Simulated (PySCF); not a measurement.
**Vibration and rotation of CF**

UHF-CCSD(T) constants of CF, ²Π (doublet), unpaired electrons π ↑ (PySCF, no relativity, basis sets C def2-SVPD, F def2-SVPD; masses 12.0000 and 18.9984 u):

* ωe: 1283.4 cm⁻¹
* ωexe: 11.4 cm⁻¹
* Be: 1.3849 cm⁻¹
* αe: 0.0187 cm⁻¹
* D (centrifugal): 6.45e-06 cm⁻¹
* De to C + F: 5.37 eV

(1) Give the vibrational terms G(v) and spacings up to v = 6.

(2) How well does the Morse estimate ωe²/(4ωexe) reproduce De, and what is D0?

Correlated steps freeze 2 core orbitals. Correlated levels converge slowly with the basis: in double zeta they bind strong bonds too weakly, by up to about 1 eV, and carry superposition errors of some tenths. The state is the lowest determinant that a PBE0 search found; another state may lie lower at other levels.

## Answers

(1) G(v) = ωe(v+½) − ωexe(v+½)².

```
v  G(v) (cm⁻¹)  G(v) − G(v−1)  Bv (cm⁻¹)
0          639                     1.376
1         1899           1261      1.357
2         3137           1238      1.338
3         4352           1215      1.319
4         5544           1192      1.301
5         6714           1169      1.282
6         7860           1147      1.263
```

(2) It gives 4.48 eV, 83 % of the computed De. D0 = De − G(0) = 5.37 − 0.08 = 5.29 eV.
